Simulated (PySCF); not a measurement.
## Where the electron goes

Species: C₃H₂Cl (charge +1).
Cartesian coordinates in Å at the PBE0-D3(BJ)/def2-SVP level; atoms count from 1:
```xyz
6
C3H2Cl angstrom
Cl     1.4941   -1.6810    0.7765
C      0.4553   -0.5118    0.3225
C      0.2052    0.6833   -0.3082
C     -0.8164    0.0081    0.2887
H      0.5484    1.5540   -0.8742
H     -1.8786   -0.0508    0.5430
```

Theory: TDDFT B3LYP/def2-SVPD, vertical, gas phase, core orbitals frozen in the response in PySCF 2.14.0, density-fitted response routines.

Kohn–Sham orbitals with the atoms that hold most of them (Löwdin shares over 4%, at most four atoms; ? is withheld):

```tsv
orbital	ε (eV)	atoms
HOMO-3	-18.24	C2 36%, Cl1 18%, C3 17%, C4 17%
HOMO-2	-17.55	C4 33%, C3 33%, Cl1 16%, C2 11%
HOMO-1	-15.51	?
HOMO	-14.83	?
LUMO	?	C4 41%, C3 41%, C2 8%, H6 4%
LUMO+1	-7.78	C2 44%, Cl1 20%, C3 16%, C4 16%
LUMO+2	-5.18	Cl1 55%, C2 25%, C4 9%, C3 9%
```

**Question.** Which atoms hold the HOMO, and with what shares?

**Answer.** Cl1 (bonded to C) 70%; C2 (bonded to 2 C and Cl) 14%; C3 (bonded to 2 C and H) 7%; C4 (bonded to 2 C and H) 7%. By element: chlorine 70%, carbon 27%.

**Question.** Which atoms hold the HOMO-1, and with what shares?

**Answer.** Cl1 (bonded to C) 65%; C2 (bonded to 2 C and Cl) 14%; C4 (bonded to 2 C and H) 10%; C3 (bonded to 2 C and H) 10%. By element: chlorine 65%, carbon 34%.

**Question.** What is the LUMO energy, and the HOMO–LUMO gap?

**Answer.** ε(LUMO) = -7.94 eV; the gap is 6.89 eV (0.2531 hartree).

**Question.** How does S1 compare with the orbital gap of 6.89 eV?

**Answer.** S1 is at 5.51 eV (f = 0.0000), 1.37 eV below the gap, made of HOMO→LUMO+1 (99%). Its leading pair isn't HOMO and LUMO; the energies of that pair differ by 7.05 eV. 

**Question.** Give energy, strength and leading configuration of S1, S2, S3, S4, S5 and S6, and follow the Löwdin shares of the leading atoms from the occupied to the empty orbital.

**Answer.** 
- S1 (5.51 eV, f 0.0000), HOMO→LUMO+1 (99%): Cl1 70% → 20%, C2 14% → 44%
- S2 (5.71 eV, f 0.0001), HOMO→LUMO (99%): Cl1 70% → at most 5%, C2 14% → 8%, C4 7% → 41%, C3 7% → 41%
- S3 (6.84 eV, f 0.020), HOMO-1→LUMO (97%): Cl1 65% → at most 5%, C2 14% → 8%, C4 10% → 41%, C3 10% → 41%
- S4 (7.22 eV, f 0.236), HOMO-1→LUMO+1 (94%): Cl1 65% → 20%, C2 14% → 44%
- S5 (7.69 eV, f 0.0000), HOMO-2→LUMO (98%): C4 33% → 41%, C3 33% → 41%
- S6 (8.16 eV, f 0.0000), HOMO-2→LUMO+1 (99%): C4 33% → 16%, C3 33% → 16%, C2 11% → 44%, Cl1 16% → 20%
